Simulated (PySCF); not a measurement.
**Atomic charges against the basis set**

H3O4P.
Geometry (PBE0-D3(BJ)/def2-SVP, Å), atoms numbered from 1 in this order:
```xyz
8
H3O4P angstrom
O      0.351   -0.169    1.712
P      0.009   -0.087    0.283
O     -0.380    1.376   -0.273
O      1.171   -0.538   -0.738
O     -1.243   -0.979   -0.162
H     -0.332    2.025    0.440
H      1.953   -0.818   -0.244
H     -1.521   -0.823   -1.073
```

PBE0 throughout (PySCF), one geometry, spherical d and f functions. Geometry: PBE0-D3(BJ)/def2-SVP, one conformer, isolated molecule. Atoms taken as equivalent share a column and are averaged.

Mulliken charges (e):

```
      basis  functions      O1      P2  O3/O4/O5  H6/H7/H8
   pcSseg-0         55  -0.795  +1.938    -0.801    +0.420
    cc-pVDZ         89  -0.469  +0.872    -0.323    +0.189
aug-cc-pVDZ        146  -0.717  +1.974    -0.551    +0.132
    cc-pVTZ        196  -0.491  +0.827    -0.339    +0.227
   IGLO-III        214  -0.602  +1.436    -0.603    +0.325
```

IAO charges (e):

| basis | functions | O1 | P2 | O3/O4/O5 | H6/H7/H8 |
| --- | --- | --- | --- | --- | --- |
| pcSseg-0 | 55 | -0.824 | +1.812 | -0.703 | +0.374 |
| cc-pVDZ | 89 | -0.877 | +1.963 | -0.746 | +0.384 |
| aug-cc-pVDZ | 146 | -0.898 | +1.993 | -0.763 | +0.398 |
| cc-pVTZ | 196 | -0.911 | +2.035 | -0.771 | +0.396 |
| IGLO-III | 214 | -0.918 | +2.046 | -0.775 | +0.399 |

Hirshfeld charges (e):

```
      basis  functions      O1      P2  O3/O4/O5  H6/H7/H8
   pcSseg-0         55  -0.418  +0.625    -0.268    +0.199
    cc-pVDZ         89  -0.393  +0.536    -0.241    +0.194
aug-cc-pVDZ        146  -0.395  +0.554    -0.244    +0.191
    cc-pVTZ        196  -0.397  +0.537    -0.241    +0.195
   IGLO-III        214  -0.393  +0.535    -0.240    +0.193
```

ESP-fitted charges (e):

| basis | functions | O1 | P2 | O3/O4/O5 | H6/H7/H8 |
| --- | --- | --- | --- | --- | --- |
| pcSseg-0 | 55 | -0.781 | +1.711 | -0.809 | +0.499 |
| cc-pVDZ | 89 | -0.583 | +1.048 | -0.577 | +0.423 |
| aug-cc-pVDZ | 146 | -0.595 | +1.031 | -0.564 | +0.419 |
| cc-pVTZ | 196 | -0.587 | +1.002 | -0.560 | +0.422 |
| IGLO-III | 214 | -0.577 | +0.976 | -0.556 | +0.423 |

Some averages cover members that differ in this geometry, most widely: H6/H7/H8, ESP-fitted in cc-pVDZ +0.405 to +0.456; H6/H7/H8, ESP-fitted in IGLO-III +0.406 to +0.455; H6/H7/H8, ESP-fitted in pcSseg-0 +0.482 to +0.530; H6/H7/H8, ESP-fitted in aug-cc-pVDZ +0.403 to +0.449 e.

Which scheme is steadiest as the basis changes?

Largest range over the bases for any column: Hirshfeld 0.09 e, IAO 0.23 e, ESP-fitted 0.73 e, Mulliken 1.15 e. Hirshfeld charges move least and Mulliken charges most, counted in e.

How much do the charges still move between the two largest bases, cc-pVTZ and IGLO-III?

At most, over all atoms: Mulliken 0.609 e, IAO 0.011 e, Hirshfeld 0.005 e, ESP-fitted 0.025 e.

What do the same runs give for the total energy, the frontier levels and the dipole moment?

```
      basis  energy (Eh)  HOMO (eV)  LUMO (eV)  μ (D)
   pcSseg-0    -642.4719      -8.93       0.42   2.25
    cc-pVDZ    -643.7062      -8.43       0.81   2.31
aug-cc-pVDZ    -643.7557      -8.95      -0.68   2.44
    cc-pVTZ    -643.8731      -8.79       0.28   2.44
   IGLO-III    -643.8947      -8.97      -0.11   2.45
```

The dipole is fixed by the density alone, so its range of 0.20 D shows that the density itself changes with the basis, not only its division among atoms.
